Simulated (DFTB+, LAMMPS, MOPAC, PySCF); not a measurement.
## Bulk modulus of cubic BN: levels of theory against measurement

Reference value: 410 GPa (measured, 0 K value with the zero-point phonon effect removed, our sources range from 388 to 410; as tabulated in Mejia-Rodriguez and Trickey (2018), arXiv:1807.09216).

Problem. What do ExTeP BN.extep, DFTB cp2k-nonscc, PM6 semi-empirical Hartree-Fock (MOPAC), PBE, PBE0, Hartree–Fock, MP2, CCSD, CCSD(T) give, and how far is each from the reference?

Solution. 
```
level (code)                             value (GPa)  cell (Å³/atom)  error (%)
---------------------------------------  -----------  --------------  ---------
ExTeP BN.extep (LAMMPS)                          402            5.63       -2.0
DFTB cp2k-nonscc (DFTB+)                         264            6.34        -36
PM6 semi-empirical Hartree-Fock (MOPAC)          549            6.02        +34
PBE (PySCF)                                 374 ± 10            5.96       -8.8
PBE0 (PySCF)                                401 ± 10            5.84       -2.2
Hartree–Fock (PySCF)                        433 ± 10            5.81       +5.6
MP2 (PySCF)                                 399 ± 10            5.81       -2.7
CCSD (PySCF)                                400 ± 10            5.81       -2.4
CCSD(T) (PySCF)                             392 ± 10            5.85       -4.4
```

Once the reference is moved by up to 5.3 % (a margin picked here for doubts on the reference and the settings) and values within 1.7 % count as equal, the nearest can be ExTeP BN.extep (-2.0 %), PBE0 (-2.2 %), CCSD (-2.4 %), MP2 (-2.7 %), CCSD(T) (-4.4 %) or Hartree–Fock (+5.6 %). By the same margin the farthest can be DFTB cp2k-nonscc (-36 %) or PM6 semi-empirical Hartree-Fock (MOPAC) (+34 %). Within 15 %: ExTeP BN.extep, PBE, PBE0, Hartree–Fock, MP2, CCSD, CCSD(T).

A ± on a computed value is a rough bar: the spread of its extrapolation, a floor set from checks against published values, or a statistical error. DFTB cp2k-nonscc: this tight-binding set is not self-consistent in the charges. PM6 semi-empirical Hartree-Fock (MOPAC): the method was fitted mainly to molecules. PM6 semi-empirical Hartree-Fock (MOPAC): the run uses a supercell at the zone centre in place of a k mesh. Each level is taken at its own relaxed cell.

Empirical potentials (ExTeP BN.extep) are fitted to chosen data: where that held the value shown, agreement is built in, and what lay outside the fit can be far off.

Differences are worked out from the printed values.
